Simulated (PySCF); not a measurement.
This PySCF input (PBE/def2-QZVPPD) gives -399.24217 Eh with 145 basis functions.

```python
import numpy as np, basis_set_exchange as bse
from pyscf import gto, scf, dft, df

basis = {'H': gto.basis.parse(bse.get_basis('def2-QZVPPD', elements=['H'], fmt='nwchem')), 'S': gto.basis.parse(bse.get_basis('def2-QZVPPD', elements=['S'], fmt='nwchem'))}
mol = gto.M(
    atom='''
    S     0.00184013    0.00030176    0.10309296
    H    -0.00752722    0.96781232   -0.82771199
    H    -0.02191490   -0.97264043   -0.82177540
    ''',
    basis=basis,
    charge=0,
    verbose=4,
    max_memory=2160,
)
mf = dft.RKS(mol, xc='pbe')
mf.grids.level = 3
mf = mf.density_fit(auxbasis=df.autoaux(mol))
mf.conv_tol = 1e-9
mf.max_cycle = 100
print('smallest overlap eigenvalue', np.linalg.eigvalsh(mol.intor('int1e_ovlp'))[0])
mf.kernel()
dip = mf.dip_moment()
```

Change:
```diff
- basis = {'H': gto.basis.parse(bse.get_basis('def2-QZVPPD', elements=['H'], fmt='nwchem')), 'S': gto.basis.parse(bse.get_basis('def2-QZVPPD', elements=['S'], fmt='nwchem'))}
+ basis = {'H': gto.basis.parse(bse.get_basis('def2-QZVP', elements=['H'], fmt='nwchem')), 'S': gto.basis.parse(bse.get_basis('def2-QZVP', elements=['S'], fmt='nwchem'))}
```

Question: What does the run give now?

Answer: -399.24187 Eh (PBE/def2-QZVP, 130 functions), a change of +0.30 mEh.
